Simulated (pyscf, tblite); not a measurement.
H₂N–SiH(NH₂)–I + H atom (H•) → H₂N–Si•(NH₂)–I + hydrogen (H₂): energy along the mass-weighted descent from the GFN2-xTB with spin polarisation saddle (tblite), relative to the relaxed reactant side, a complex of the molecules.

| s (amu^1/2 bohr) | E (kcal/mol) |
|---|---|
| -1.89 | 0.2 |
| -1.82 | 0.2 |
| -1.75 | 0.2 |
| -1.65 | 0.3 |
| -1.55 | 0.4 |
| -1.39 | 0.6 |
| -1.19 | 1.0 |
| -0.960 | 1.6 |
| -0.240 | 10.1 |
| 0.339 | 10.5 |
| 0.504 | 10.3 |
| 0.659 | 10.1 |
| 0.808 | 9.9 |
| 0.905 | 9.8 |
| 1.01 | 9.7 |

Q: The GFN2-xTB with spin polarisation barrier from the reactant side is 11.0 kcal/mol. What does ωB97X-D3(BJ) (PySCF) give from its own reactant-side minimum, in def2-SVP and in def2-TZVP?

A: 3.5 kcal/mol in the double-zeta basis after reoptimising the saddle, and 4.0 kcal/mol in the triple-zeta single point, so the tight-binding barrier lies 7.0 kcal/mol over the latter. The imaginary mode goes from 984i to 817i cm⁻¹.
